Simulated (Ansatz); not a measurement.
Consider the formal exchange of groups at a C–C bond: `C=NCC` + `C=C(F)SC` → `C/C=C(\F)SC` + `C=NC`.

Program: Ansatz. Geometries: PBE0-D4/def2-TZVP. ΔE: electronic, gas phase. CBS: MP2 limit from def2 TZ/QZ plus the TZ coupled-cluster correction, frozen cores. DFT in def2-TZVPP. One conformer a species, not always the lowest.

```csv
level,ΔE (kJ/mol)
PBE0-D4,-6.8
B2PLYP,-4.7
r2SCAN,-5.6
MP2/def2-QZVPP,-3.8
```

(1) What does CCSD(T)/CBS give? (An estimate is asked.)

Largest T1 diagnostic among the species: 0.012.

## Answers

(1) The calculation gave: -3.7 kJ/mol. The listed levels differ from it by -3.1, -1.0, -1.9, -0.1 kJ/mol.
